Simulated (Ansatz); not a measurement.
# H4Si: the cost of one run

Computed with Ansatz 0.2.0, Gaussian basis. Level: the settings change from run to run.

18 further runs of the same task are left out: 15 that didn't finish, 3 set aside as unsound or not needed.

## (1) What is computed

The geometry derives from a PBE0/def2-TZVP stationary point (not a proven minimum). All distances are scaled together.

5 atoms, charge 1, spin multiplicity 2.

Atoms are counted from 1 here; the program's logs count them from 0.

No contacts short enough for the rule that draws bonds.

## (2) CCSDT(Q)/B on UHF/def2-mTZVP

in.yaml reads:

```yaml
crystal:
  periodic: [false, false, false]
  atoms:
    - {symbol: Si, position_ang: [0.000000, 0.000000, 0.000000]}
    - {symbol: H, position_ang: [-0.027156, 2.652969, 2.635751]}
    - {symbol: H, position_ang: [-0.040962, -2.635873, 2.652670]}
    - {symbol: H, position_ang: [0.040962, 2.635873, -2.652670]}
    - {symbol: H, position_ang: [0.027156, -2.652969, -2.635751]}
basis:
  gaussian: {orbitals: def2-mTZVP}
total_charge: 1
magnetization: {spin_polarized: true, initial_magnetization: 1}
correlation: {method: ccsdt_q_b, electrons: outside_noble_gas}
scf: {lower_state_search: off}
```

On the command line:

```
$ ansatz run in.yaml --threads 1 --pin off --events-out ev --progress --plain --max-ram 2393MiB
```

Q: Estimate wall time and peak memory on 1 thread of AMD EPYC 9R45, shared host.

About 18 s, with a peak of 0.26 GiB.
